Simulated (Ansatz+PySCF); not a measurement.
Values are calculated unless marked as measured or tabulated.
Several solutions for singlet C4H6

```yaml
atoms:
  - { symbol: C, position_ang: [-0.0022, 0.0013, -0.7179] }
  - { symbol: C, position_ang: [-0.0028, -0.0016, 0.7180] }
  - { symbol: C, position_ang: [-0.0075, 1.1093, -1.4824] }
  - { symbol: C, position_ang: [-0.0076, -1.1109, 1.4835] }
  - { symbol: H, position_ang: [-0.0087, -0.9725, -1.2219] }
  - { symbol: H, position_ang: [0.0012, 0.9691, 1.2131] }
  - { symbol: H, position_ang: [-0.0023, 1.0770, -2.5718] }
  - { symbol: H, position_ang: [-0.0038, 2.1157, -1.0273] }
  - { symbol: H, position_ang: [-0.0062, -1.0627, 2.5633] }
  - { symbol: H, position_ang: [-0.0042, -2.1042, 1.0132] }
```

Basis set: def2-SVP (spherical functions). Charge 0, multiplicity 1.

UHF was run from several starts with Ansatz (development build ahead of 0.2.0) and PySCF 2.14.0.

| run | program | start | converged | energy (hartree) | <S²> |
| --- | --- | --- | --- | --- | --- |
| A | Ansatz | atomic start, no search | yes | -154.80770 | 0.00 |
| B | PySCF | program defaults | yes | -154.80770 | 0.00 |
| C | PySCF | guess huckel, instabilities followed | yes | -154.81297 | 0.48 |
| D | PySCF | guess minao, instabilities followed | yes | -154.81297 | 0.48 |
| E | PySCF | guess atom, instabilities followed | yes | -154.81297 | 0.48 |
| F | PySCF | guess 1e, instabilities followed | yes | -154.81297 | 0.48 |
| G | Ansatz | stability test followed | yes | -154.81297 | 0.48 |
| H | Ansatz | search for the lowest state | yes | -154.81297 | 0.48 |

(1) Which runs reached the lowest solution of this kind, and what is wrong with the others?

## Answers

(1) C, D, E, F, G, H reached the lowest solution found. Converged but too high: A by 0.14 eV, B by 0.14 eV. Convergence only shows a stationary point, and even a stable one can lie too high; stability tests and further starts are what find lower ones. Caution: the unrestricted determinant is spin contaminated.
